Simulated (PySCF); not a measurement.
Below is a simulated gas-phase C 1s photoelectron spectrum of `c1c[n-]cn1`.

Every computed line was given a Gaussian of 1.0 eV full width at half maximum and an area set by the number of equivalent atoms; the highest printed point is 100. The calculation used PySCF 2.14.0, delta-SCF UKS SCAN, pcX-2 on the ionised atom, pcseg-1 elsewhere, spin-free X2C.

(binding energy (eV), intensity): (283.2, 0), (283.3, 0), (283.4, 1), (283.5, 2), (283.6, 3), (283.7, 5), (283.8, 9), (283.9, 15), (284.0, 22), (284.1, 32), (284.2, 43), (284.3, 56), (284.4, 69), (284.5, 81), (284.6, 91), (284.7, 98), (284.8, 100), (284.9, 98), (285.0, 92), (285.1, 83), (285.2, 72), (285.3, 60), (285.4, 48), (285.5, 37), (285.6, 28), (285.7, 19), (285.8, 13), (285.9, 8), (286.0, 5), (286.1, 3), (286.2, 2), (286.3, 1), (286.4, 0), (286.5, 0), (286.6, 0)

**Question.** Count the maxima, the lines and the sites behind this envelope.

**Answer.** The curve has 1 maximum (at 284.8 eV). Under it lie 2 lines from 2 inequivalent carbon sites. At this width some lines have no maximum of their own.

**Question.** Decompose the envelope and assign each component. Numbering: `[cH:1]1[cH:2][n-:3][cH:4][n:5]1`.

**Answer.** 
```tsv
position (eV)	relative area	line	atoms	environment
284.68	2	C 1s	C1/C2	aromatic CH next to a ring nitrogen
285.13	1	C 1s	C4	aromatic CH next to a ring nitrogen
```

Lowest listed C 1s: C1/C2, bonded to N (aromatic in the SMILES), C (aromatic in the SMILES) and H. Highest, 0.45 eV above it: C4, bonded to 2 N (aromatic in the SMILES) and H. Summing the Pauling electronegativity differences to the bonded atoms, each weighted by its formal bond order, gives +0.39 for the lowest site and +1.12 for the highest.

No satellites, vibrations or lifetime broadening are included. Atoms equivalent by their bonding share one computed value, that of the first of them. The species carries charge -1, so core ionisation leaves a neutral species. The basis sets have no added diffuse functions. Geometry: PBE0-D3(BJ)/def2-SVP; no solvent, vibrations or thermal averaging. The geometry's basis has no diffuse functions, a weakness for an anion.
